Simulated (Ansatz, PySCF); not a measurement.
System: H2 (charge 0, singlet). 
Structure (B3LYP-D3(BJ)/def2-TZVP (Ansatz, an electronic-structure program) minimum search):
```
H
H 1 0.7440
```

Quantity: atomisation energy (electronic, to ground-state atoms), in kcal/mol. Open shells are spin-unrestricted. No spin-orbit coupling. Non-relativistic. CBS marks a two-point X^-3 extrapolation of the correlation energy; Hartree-Fock from the larger set (for Q and 5 zeta extrapolated as (X+1)exp(-9√X)).

```
level                      program  atomisation energy (kcal/mol)
------------------  --------------  -----------------------------
HF/aug-cc-pVDZ              Ansatz                           81.7
HF/cc-pVDZ                  Ansatz                           81.7
HF/def2-SVPD                Ansatz                           81.8
TPSS-D4/def2-TZVPD   PySCF + dftd4                          112.9
B3LYP/def2-TZVPD            Ansatz                          110.1
PBE0-D4/def2-TZVPD  Ansatz + dftd4                          104.3
PBE0/def2-TZVP              Ansatz                          104.3
```

Estimate the value at CCSD(T)/CBS(cc-pVQZ,cc-pV5Z) as computed with Ansatz.

109.5 kcal/mol
